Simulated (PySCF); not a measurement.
For zinc-blende GaSb, Hartree–Fock in PySCF (GTH pseudopotentials, Gaussian basis) gives:

```
Quantity                               Value
------------------------------  ------------
equilibrium lattice constant a       6.194 Å
bulk modulus B0                     60.0 GPa
cohesive energy                 1.46 eV/atom
```

Task: What does MP2 (PySCF, GTH pseudopotentials, Gaussian basis) give for the same quantities?

Result: 
- lattice constant a: 6.134 Å (decreases by 1.0 %)
- bulk modulus: 56.5 GPa (decreases by 5.8 %)
- cohesive energy: 3.26 eV/atom (rises by 1.80 eV/atom)

For comparison: lattice constant a 6.096 Å (measured, 300 K, not corrected to a static lattice; as tabulated in Vurgaftman et al. (2001), doi:10.1063/1.1368156); bulk modulus 57 GPa (measured, temperature not stated, no zero-point or thermal correction; as tabulated in Toher et al. (2017), arXiv:1611.05714); cohesive energy 3.03 eV/atom (measured, zero-point energy (9/8 kB θD) added and atomic spin-orbit splittings removed, spin-orbit-averaged atoms; as tabulated in Paulus et al. (1996), arXiv:cond-mat/9605064).

Changes are worked out from the printed values.

Unless a cell is named, each level is at its own relaxed cell (Hartree–Fock 29.71, MP2 28.85 Å³/atom).

Levels without +SOC leave out spin–orbit coupling, which shifts energies and cells of such heavy elements.
